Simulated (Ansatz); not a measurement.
Basis-set extrapolation for H3PS (`PS`) (PBE0-D4/def2-TZVP geometry, frozen core, Ansatz 0.2.0). Multiplicity 1, RHF reference.

|  | def2-TZVPP | def2-QZVPP |
| --- | --- | --- |
| HF | -740.044508 | -740.066116 |
| MP2 correlation | -0.338152 | -0.366903 |
| CCSD(T) correlation | -0.394651 | -0.421474 |

Energies in hartree. Use E(X) = E(∞) + A·exp(−7.88·√X) for Hartree–Fock and E(X) = E(∞) + B·X^(−2.97) for correlation, with X = 3 and 4.

Problem. What is the CCSD(T) energy at the basis-set limit?

Solution. HF limit: -740.066116 + (-0.021608) × 0.13774 = -740.06909. Correlation limit: -0.421474 + (-0.026823) × 0.74074 = -0.44134. Total: -740.51043 hartree, 1.94 eV below CCSD(T)/def2-TZVPP.
